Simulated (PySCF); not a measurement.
# Continuum solvent and chemical shifts

Cartesian coordinates in Å; atom numbers follow the order of the lines, from 1:
```xyz
3

N     0.019    0.434    0.012
H    -0.788   -0.240   -0.030
H     0.775   -0.296   -0.028
```

Total charge -1.

GIAO PBE0/pcSseg-1 in PySCF 2.14 on one PBE0-D3(BJ)/def2-SVP conformer, non-relativistic, equivalent nuclei averaged. Solvents enter as an IEF-PCM continuum (cyclohexane with ε = 2.0, benzene with ε = 2.3) around the gas-phase geometry.

Gas phase, σ in ppm: N1 289.0, H2/H3 36.98. Dipole moment 1.70 D.

(1) How does each σ change in the continuum?

(2) Which of the listed nuclei move most (in ppm), and what does the model miss?

Results:

(1) 
```csv
atoms,environment,"Δσ, cyclohexane","Δσ, benzene"
N1,nitrogen bonded to 2 H,+8.0,+8.8
H2/H3,hydrogen on a nitrogen,-0.56,-0.64
```

Changes are relative to the gas phase. The dipole moment becomes 1.97 D in cyclohexane, 2.01 D in benzene.

(2) N1 (nitrogen bonded to 2 H, +8.8 ppm) in benzene. A continuum only polarises the solute; specific hydrogen bonds, the anisotropy of aromatic solvents and changes of geometry or conformer are outside it, as are counter-ions.
